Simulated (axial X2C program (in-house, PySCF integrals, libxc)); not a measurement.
LiNa⁻: cheaper levels and CCSD(T), with spin–orbit coupling

Computed with an in-house all-electron X2C program for linear molecules (integrals from PySCF). Two-component (2c) means X2C with spin–orbit coupling and atomic mean-field two-electron Coulomb and Gaunt terms. Basis: Na dyall-av3z [10s9p5d2f], Li dyall-av3z [9s9p3d] (cores contracted in-house); Gaussian nuclei, density fitting, unrestricted open shells. Masses: Na 22.990 u, Li 7.016 u.

State: Ω = 1/2 (⟨Sz⟩ = 0.50, ⟨Lz⟩ = 0.00 at HF); fragments Na- + Li for PBE0, HF; Na + Li- for CCSD, CCSD(T).

```json
{"level": "PBE0", "Re (Å)": "3.304", "ωe (cm⁻¹)": "163.1", "De (eV)": "0.762"}
{"level": "HF", "Re (Å)": "3.600", "ωe (cm⁻¹)": "141.4", "De (eV)": "0.640"}
{"level": "CCSD", "Re (Å)": "3.291", "ωe (cm⁻¹)": "167.3", "De (eV)": "0.615"}
```

Correlated methods: 11 electrons correlated (number of frozen shells: Na 1 s; Li 1 s), 229 virtual spin orbitals or spinors in MP2, 90 natural virtuals in coupled cluster.

CCSD(T), same Hamiltonian and basis:

Re = 3.267 Å, ωe = 169.7 cm⁻¹, De = 0.64 eV; T1 = 0.061 (Lee–Taylor normalisation).

Problem. Give the differences from CCSD(T) in the columns below.

Solution. 

```tsv
level	ΔRe (Å)	Δωe (cm⁻¹)	ΔDe (eV)
PBE0	0.037	-6.6	n/a
HF	0.333	-28.3	n/a
CCSD	0.024	-2.4	-0.02
```

Occupations by symmetry block were frozen at the best pattern of an incomplete PBE0 search. Dissociation energies refer to the lowest single-determinant-based atoms at the same level and basis. Density functionals use the spin component along the axis (collinear). CCSD and (T) use frozen natural virtuals with an MP2 correction for the truncation; (T) itself is uncorrected, so its De runs slightly low. The highest occupied level of some functionals is positive through self-interaction error; at Hartree–Fock it is bound. The determinant is spin-polarised beyond a pure state at some levels (its spin-free form has ⟨S²⟩ too high), which makes Re and μ there less reliable. The T1 diagnostic is large, a sign of multireference character. Hartree–Fock gets electron affinities wrong, so its lowest charge split need not be the true one.
